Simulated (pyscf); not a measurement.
# Four-centre exchange: HO–SiH₂–F + HO–SiH₃ -> F–SiH₂–O–SiH₃ + H₂O

Gas phase, singlet surface, charge 0. Bonds broken: O1–H4, O7–Si8. Bonds formed: O1–Si8, H4–O7. Optimised with ωB97X-D3(BJ)/def2-SVP in PySCF.

Transition state (Å):

```xyz
12

O     -1.5989    -0.4413     0.4073
Si    -1.2111    -1.4181     1.6635
F      0.2512    -2.0890     1.4049
H     -1.4494    -0.3566    -0.8912
H     -2.1788    -2.5368     1.7777
H     -1.1172    -0.6190     2.9114
O     -1.3240     0.5336    -1.5441
Si    -1.1328     1.4725     0.0530
H     -0.6257     0.5859    -2.2094
H     -2.4113     1.9125     0.6613
H     -0.6909     2.6952    -0.7245
H      0.0457     1.2979     0.9522
```

One imaginary mode, 739i cm⁻¹; descent along it reached the two sides named, in the forms told below.

```csv
bond,change,reactant side (Å),saddle,product side
O1–H4,breaks,0.977,1.310,2.069
O7–Si8,breaks,1.693,1.863,2.9
O1–Si8,forms,3.6,2.001,1.688
H4–O7,forms,1.784,1.111,0.968
```

Electronic energies relative to the separated reactants (kJ/mol):

| level | barrier | reaction energy | reverse barrier |
|---|---|---|---|
| ωB97X-D3(BJ)/def2-TZVP | 88.2 | -19.6 | 107.8 |
| PBE/def2-TZVP | 81.5 | -8.0 | 89.5 |
| r²SCAN/def2-TZVP | 83.9 | -12.2 | 96.1 |
| B3LYP-D3(BJ)/def2-TZVP | 91.1 | -16.7 | 107.9 |
| PBE0-D3(BJ)/def2-TZVP | 82.3 | -14.2 | 96.5 |
| M06-2X/def2-TZVP | 88.5 | -16.1 | 104.6 |
| ωB97M-D3(BJ)/def2-TZVP | 91.2 | -13.9 | 105.1 |
| HF/def2-TZVP | 163.6 | -18.1 | 181.7 |

With ωB97M-D3(BJ)/def2-TZVP energies and thermal terms (ideal gas, 1 atm, RRHO with modes under 100 cm⁻¹ raised to 100, one conformer, R ln 2 for chiral ones without a mode under 150 cm⁻¹), in kJ/mol:

| T (K) | ΔH‡ | ΔG‡ | ΔH | ΔG |
|---|---|---|---|---|
| 298 | 88.4 | 142.2 | -12.2 | -7.2 |
| 600 | 88.8 | 196.6 | -11.9 | -2.4 |
| 900 | 90.8 | 250.2 | -12.3 | +2.4 |
| 1200 | 93.6 | 302.9 | -12.6 | +7.4 |

On the reactant side the descent ends in a complex (not fully relaxed), 28.0 kJ/mol under the separated species and 116.2 kJ/mol under the saddle at ωB97X-D3(BJ)/def2-TZVP. This is the saddle that the search found; another between the same sides may lie lower.
